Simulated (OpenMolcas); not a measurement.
**SiNH5O (SMILES N[SiH2]O): name the method**

SiNH5O has 8 atoms, charge 0, and is taken as a singlet. As SMILES, `N[SiH2]O`. The coordinates come from a GFN2-xTB relaxation. This is one conformer, not always the lowest.

```xyz
8

N    -0.8424    0.7402   -0.7642
Si    0.4730    0.1240    0.1510
O     0.1103   -1.3575    0.7454
H    -1.0797    0.2772   -1.6267
H    -1.6885    0.9853   -0.2758
H     0.6901    1.0563    1.2541
H     1.6082    0.0215   -0.7622
H     0.7290   -1.8471    1.2784
```

Orbital energies and the dipole are those of the mean-field step.

A calculation with OpenMolcas 26.06 gave:

```yaml
total_energy: -421.8888 Eh
dipole_moment: 0.83 D
HOMO_energy: -11.36 eV
LUMO_energy: 3.82 eV
HOMO–LUMO_gap: 15.18 eV
```

Task: Which of these levels gave the numbers?
A. B3LYP/6-31G* (spherical functions)
B. B3LYP/6-31G* (Cartesian functions)
C. MP2/cc-pVTZ (RICD fitting)
D. PBE0/def2-SVP

Result: C. The others give -422.5292 Eh (B3LYP/6-31G* (Cartesian functions)), -422.0720 Eh (PBE0/def2-SVP), -422.5249 Eh (B3LYP/6-31G* (spherical functions)).
